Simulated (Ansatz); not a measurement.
`F[BH][AlH2]` + H₂O → `O[BH][AlH2]` + H–F at 500 K and 1 bar (formal hydrolysis of a B–F bond).

Isolated molecules relaxed with PBE0-D4/def2-TZVP in Ansatz; ΔE leaves out vibrations. CCSD(T)/CBS is the MP2 limit (def2-TZVPP, def2-QZVPP) plus CCSD(T) − MP2 in def2-TZVPP, frozen cores. This one scheme is used for every species. One conformer a species, not always the lowest.

| species | CCSD(T)/CBS energy (Eh) | H − E (kJ/mol) | S (J/(mol·K)) |
| --- | --- | --- | --- |
| `F[BH][AlH2]` | -368.40257 | 104.3 | 336.6 |
| H₂O | -76.37941 | 73.2 | 206.3 |
| `O[BH][AlH2]` | -344.38728 | 139.8 | 342.5 |
| H–F | -100.39570 | 39.4 | 188.7 |

H − E and S are ideal-gas, rigid-rotor, harmonic terms from PBE0-D4/def2-TZVP, for one conformer and one mirror image of each species. 1 Eh = 2625.50 kJ/mol, R = 8.31446 J/(mol·K).

Question: By hand: ΔE, ΔH, ΔS and ΔG.

Answer: ΔE = (-344.38728) + (-100.39570) − (-368.40257) − (-76.37941) = -0.00100 Eh = -2.6 kJ/mol. Δ(H − E) = 139.8 + 39.4 − 104.3 − 73.2 = 1.7, so ΔH = -0.9 kJ/mol. ΔS = 342.5 + 188.7 − 336.6 − 206.3 = -11.7 J/(mol·K). ΔG = -0.9 − 500 × (-11.7)/1000 = 4.9 kJ/mol.

Question: By hand: the equilibrium constant, and the temperature at which ΔG would vanish if ΔH and ΔS stayed fixed.

Answer: log₁₀ K = −ΔG/(RT ln 10) = -0.5. ΔG = 0 at ΔH/ΔS = 77 K, though so small a ΔH makes that figure unsure.

TΔS isn't small against ΔH here. The sign of ΔG lies within the doubt. A doubt of 5 kJ/mol in ΔE shifts log₁₀ K by 0.5 here. Other conformers and mirror images would add mixing entropy, several J/(mol·K) or more a flexible species. These are equilibria of isolated gas molecules and say nothing of rates. Largest T1 diagnostic: 0.014 (customary marks: 0.02 for closed shells, 0.045 for open ones).
